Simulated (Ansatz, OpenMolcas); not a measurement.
## A ladder of methods for PO (Phosphorus monoxide)

PO: 2 atoms, total charge 0, spin state doublet. As SMILES, `O=[P]`. Geometry: relaxed at PBE0-D4/def2-TZVP.

```xyz
2

O     0.0000    0.0000   -0.0095
P     0.0000    0.0000    1.4645
```

Quantity: the vertical energy of the quartet above the doublet, in eV. The values are calculated.

```
            level                    kind     program  value (eV)
      UHF/cc-pVTZ            Hartree–Fock      Ansatz        2.60
 U-revPBE/cc-pVTZ                     GGA      Ansatz        4.12
     UPBE/cc-pVTZ                     GGA  OpenMolcas        4.16
    UTPSS/cc-pVTZ                meta-GGA  OpenMolcas        4.08
   UB3LYP/cc-pVTZ           global hybrid      Ansatz        4.29
U-wB97M-V/cc-pVTZ  range-separated hybrid      Ansatz        4.52
 RPA@PBE0/cc-pVTZ                     RPA      Ansatz        4.21
     UMP2/cc-pVTZ     perturbation theory      Ansatz        4.87
 UBCCD(T)/cc-pVTZ   coupled cluster or CI      Ansatz        4.53
       FCI/STO-3G    full CI, core frozen      Ansatz        4.32
```

The values span 2.60 to 4.87 eV. High-level rows in very small sets aren't better than simpler rows in larger ones.
